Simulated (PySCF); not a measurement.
Electric field gradients and quadrupole coupling constants

Species: C2H4O3S.
Cartesian coordinates in Å at the GFN2-xTB level; atoms count from 1:
```xyz
10
C2H4O3S angstrom
C      1.572    0.395   -0.338
C      0.710    0.025    0.578
S     -0.856   -0.641    0.054
O     -0.888   -0.794   -1.369
O     -1.220   -1.735    0.889
O     -1.815    0.615    0.408
H      1.318    0.268   -1.378
H      2.536    0.818   -0.107
H      0.827    0.078    1.644
H     -2.176    0.974   -0.404
```

Field gradients from the PBE0/pcSseg-1 density (PySCF, non-relativistic), principal values in atomic units, ordered |Vxx| ≤ |Vyy| ≤ |Vzz|:

```tsv
atom	Vxx	Vyy	Vzz
S3	-0.3800	-0.5918	0.9718
O4	-0.5741	-0.7354	1.3095
O5	-0.5179	-0.7527	1.2706
O6	-0.1024	-1.6468	1.7493
```

**Question.** Find the asymmetry η = (Vxx − Vyy)/Vzz and the couplings χ = eQV/h (234.96 MHz × Q in barn × V in au), with Q(33S) = −0.0678 b, Q(17O) = −0.0256 b.

**Answer.** 
```json
{"atom": "S3", "environment": "sulfonyl sulfur", "nucleus": "33S", "η": "0.22", "χzz (MHz)": "-15.48", "χxx (MHz)": "6.05", "χyy (MHz)": "9.43"}
{"atom": "O4", "environment": "sulfonyl oxygen", "nucleus": "17O", "η": "0.12", "χzz (MHz)": "-7.88", "χxx (MHz)": "3.45", "χyy (MHz)": "4.42"}
{"atom": "O5", "environment": "sulfonyl oxygen", "nucleus": "17O", "η": "0.18", "χzz (MHz)": "-7.64", "χxx (MHz)": "3.12", "χyy (MHz)": "4.53"}
{"atom": "O6", "environment": "hydroxyl oxygen", "nucleus": "17O", "η": "0.88", "χzz (MHz)": "-10.52", "χxx (MHz)": "0.62", "χyy (MHz)": "9.91"}
```

The tensor is traceless: Vxx + Vyy + Vzz = 0.

**Question.** What is Vzz at O5 in SI units (1 au = 9.71736 × 10²¹ V/m²)?

**Answer.** 1.2706 au = 12.347 × 10²¹ V/m².

**Question.** And the gradient at the other heavy atoms, for which no coupling is worked out here?

**Answer.** 
```json
{"atom": "C1", "environment": "terminal =CH2 carbon", "Vzz (au)": "0.433", "η": "0.17"}
{"atom": "C2", "environment": "alkene CH carbon", "Vzz (au)": "-0.306", "η": "0.12"}
```

Were the hydrogens deuterons (Q(2H) = 0.00286 b), χzz would run from 216 kHz (H7) to 323 kHz (H10).

Geometry: GFN2-xTB, one conformer, isolated molecule. GFN2-xTB bond lengths can be off by several hundredths of an ångström, more for odd bonds, and the gradients follow them. These gradients aren't converged with respect to the basis.
